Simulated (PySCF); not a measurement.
Calibrating a computed proton affinity (−ΔH)

These are calculated values, ωB97X-D3(BJ)/def2-TZVP in PySCF (grid level 2) at geometries from PBE0-D3(BJ)/def2-SVP. Zero-point and thermal terms (298.15 K, 1 bar) come from unscaled PBE0-D3(BJ)/def2-SVP harmonic frequencies, with soft modes damped to free rotors in the entropy.

```json
{"molecule": "`CSCC#N` (C3H5NS)", "computed / kJ/mol": "800", "measured / kJ/mol": "785"}
{"molecule": "formamide, `NC=O` (CH3NO)", "computed / kJ/mol": "830", "measured / kJ/mol": "822"}
{"molecule": "propionamide, `CCC(N)=O` (C3H7NO)", "computed / kJ/mol": "889", "measured / kJ/mol": "876"}
{"molecule": "oxazole, `c1cocn1` (C3H3NO)", "computed / kJ/mol": "889", "measured / kJ/mol": "?"}
{"molecule": "N,N-dimethylformamide, `CN(C)C=O` (C3H7NO)", "computed / kJ/mol": "891", "measured / kJ/mol": "888"}
{"molecule": "`c1cscn1` (C3H3NS)", "computed / kJ/mol": "916", "measured / kJ/mol": "904"}
{"molecule": "N,N-dimethylthioformamide, `CN(C)C=S` (C3H7NS)", "computed / kJ/mol": "921", "measured / kJ/mol": "906"}
{"molecule": "`Cc1nccs1` (C4H5NS)", "computed / kJ/mol": "939", "measured / kJ/mol": "931"}
```

Fit a straight line to the complete rows and predict the measured value of oxazole, `c1cocn1` (C3H3NO).

measured = -22.3 + 1.013·computed (7 points, rms 4 kJ/mol, correlation 0.996). At 889 this gives 878 kJ/mol; the measured value is 877 kJ/mol, so the fit is off by 1.

Measured values: NIST Chemistry WebBook, evaluated or the median of agreeing entries.

(oxazole) Run with `OMP_NUM_THREADS=1 python redox_run.py task.json out` on 1 thread of Arm Neoverse V1, a shared host. Structures, frequencies and single points: 4.7 min of wall time.
